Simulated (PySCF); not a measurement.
Method used: PBE0-D3(BJ)/def2-SVP geometry optimisation, gas phase (PySCF 2.14.0). Rigid rotors, one computed conformer each. The geometries of the anions come from a basis without diffuse functions. Dipoles of ions are taken about the centre of mass.

Species:
1. `[CH3:1][C:2]([CH3:3])([CH3:4])[C:5]([NH2:6])=[O:7]` with C2–C5–N6–H 178° and -2°
2. `Brc1ccncc1` (4-bromopyridine)
3. `[BH4-]`
4. `[SH:1][c:2]1[cH:3][cH:4][cH:5][cH:6][cH:7]1` with H–S1–C2–C3 179°
5. `C=CF`
6. `[CH3:1][Se:2][c:3]1[cH:4][cH:5][cH:6][cH:7][cH:8]1` with C1–Se2–C3–C4 180°
7. `CCl`

Rotational constants (MHz) and dipole components (D):

```tsv
set	A	B	C	μa	μb	μc
P	66011	10634	9158	1.02	0.73	0.00
Q	155515	13364	13364	1.87	0.00	0.00
R	3702	859.0	700.4	0.04	1.21	0.00
S	5601	1577	1231	0.62	0.89	0.01
T	119898	119896	119892	0.00	0.00	0.00
U	3285	2368	1974	0.87	3.44	0.03
V	6036	988.2	849.2	0.81	0.00	0.00
```

Problem. Which set belongs to which species?

Solution. P = 5, Q = 7, R = 6, S = 4, T = 3, U = 1, V = 2.

- 1 (set U): mass 101.1 u, 7 heavy atoms, longest extent 5.5 Å, C1, asymmetric top, Ia, Ib, Ic = 153.8, 213.4, 256.1 u·Å².
- 2 (set V): mass 157.0 u, 7 heavy atoms, longest extent 5.0 Å, C2v, near-prolate asymmetric top, Ia, Ib, Ic = 83.7, 511.4, 595.1 u·Å².
- 3 (set T): mass 15.0 u, 1 heavy atom, longest extent 2.0 Å, Td, spherical top, Ia, Ib, Ic = 4.2, 4.2, 4.2 u·Å².
- 4 (set S): mass 110.0 u, 7 heavy atoms, longest extent 6.0 Å, Cs, asymmetric top, Ia, Ib, Ic = 90.2, 320.4, 410.7 u·Å².
- 5 (set P): mass 46.0 u, 3 heavy atoms, longest extent 3.3 Å, Cs, near-prolate asymmetric top, Ia, Ib, Ic = 7.7, 47.5, 55.2 u·Å².
- 6 (set R): mass 172.0 u, 8 heavy atoms, longest extent 7.6 Å, Cs, asymmetric top, Ia, Ib, Ic = 136.5, 588.3, 721.5 u·Å².
- 7 (set Q): mass 50.0 u, 2 heavy atoms, longest extent 2.4 Å, C3v, prolate symmetric top, Ia, Ib, Ic = 3.2, 37.8, 37.8 u·Å².

Each constant is 505379 MHz·u·Å² over a principal moment. Point groups hold within 0.08 Å; constants that symmetry makes equal can differ a little in the computed geometry, and forbidden dipole components can keep a residue. No structure here is proved a minimum.
